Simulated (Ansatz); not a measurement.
Two isomers of C5H10O2: A = `CC(=O)OC(C)C`, B = `CCC(C)C(=O)O`.

Gas-phase electronic energies from Ansatz, PBE0-D4/def2-TZVP geometries. CBS: MP2 limit from def2 TZ/QZ plus the TZ coupled-cluster correction, frozen cores. DFT in def2-TZVPP. B3LYP here is the variant with VWN-RPA as its local correlation; programs differ in this. Each species was taken in one conformer, which may not be the lowest.

Task: Which is lower in electronic energy at CCSD(T)/CBS, and by how much? (An estimate is asked.)

Result: The calculation gave: B, by 20.4 kJ/mol.

Task: Give E(B) − E(A) in kJ/mol with CCSD(T)/def2-TZVPP, BLYP-D4, PBE-D4, B3LYP, LDA (SPW92), B3LYP-D4, B2PLYP. (Estimate.)

Result: Ansatz gave: CCSD(T)/def2-TZVPP -20.1, BLYP-D4 -11.4, PBE-D4 -16.7, B3LYP -9.0, LDA (SPW92) -15.1, B3LYP-D4 -13.0, B2PLYP -13.9. None reverses the order clearly.

Largest T1 diagnostic: 0.013.

In def2-TZVPP, CCSD(T) changes the Hartree–Fock value by −11.4 kJ/mol (the triples alone add −0.1 kJ/mol) and MP2 by −16.7 kJ/mol. Leaving LDA and LC-ωPBE aside and taking each functional with its dispersion term where it has one, the values, not all of them listed here, spread over 9.7 kJ/mol, from PBE-QIDH to BLYP-D4.
